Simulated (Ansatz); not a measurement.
This Ansatz (a first-principles code) input (MP2/aug-cc-pVQZ) gives -238.08347 Eh with 286 basis functions.

Ansatz 0.2 input:
```yaml
crystal:
  periodic: [false, false, false]
  atoms:
    - {symbol: C, position_ang: [0.03744685, 0.00324337, 0.50825858]}
    - {symbol: F, position_ang: [-0.03836255, 1.09650981, -0.24435931]}
    - {symbol: F, position_ang: [-0.08494317, -1.09763667, -0.22692580]}
    - {symbol: H, position_ang: [0.88507040, -0.00931849, 1.19201449]}
basis:
  gaussian:
    orbitals: aug-cc-pVQZ
magnetization: {spin_polarized: true, initial_magnetization: 1}
correlation: {method: mp2, electrons: outside_noble_gas}
```

Change:
```diff
- orbitals: aug-cc-pVQZ
+ orbitals: aug-pcseg-3
```

Task: What does the run give now?

Result: -238.06781 Eh (MP2/aug-pcseg-3, 304 functions), a change of +15.66 mEh.
